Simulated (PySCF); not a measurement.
C4H4N2, SMILES c1cnccn1. Atoms are numbered in the order given.

```xyz
10

C      0.0000    -1.1297    -0.6983
C      0.0000    -1.1297     0.6983
N      0.0000     0.0000     1.3991
C      0.0000     1.1297     0.6983
C      0.0000     1.1297    -0.6983
N      0.0000     0.0000    -1.3991
H      0.0000    -2.0717    -1.2583
H      0.0000    -2.0717     1.2583
H      0.0000     2.0717     1.2583
H      0.0000     2.0717    -1.2583
```
Charge 0, spin multiplicity 1.

The structure is a stationary point at PBE0-D3(BJ)/def2-SVP.

Calculation: B3LYP/def2-TZVP run with PySCF.

Gas-phase values at a fixed geometry.

```
Item                                                                                                            Result
---------------------------------------------------------------------------------------------  -----------------------
total energy                                                                                        -264.41673 hartree
point group                                                                                                        D2h
highest occupied level                                                                                        -7.07 eV
lowest empty level                                                                                            -1.75 eV
orbital gap                                                                                                    5.32 eV
dipole moment                                                                                                   0.00 D
quadrupole, principal values (traceless, Buckingham form, about the centre of nuclear charge)  -9.61, -1.82, 11.43 D·Å
mean static polarisability                                                                        55.9 bohr³ (8.28 Å³)
polarisability, principal values                                                                33.0, 61.6, 73.0 bohr³
```
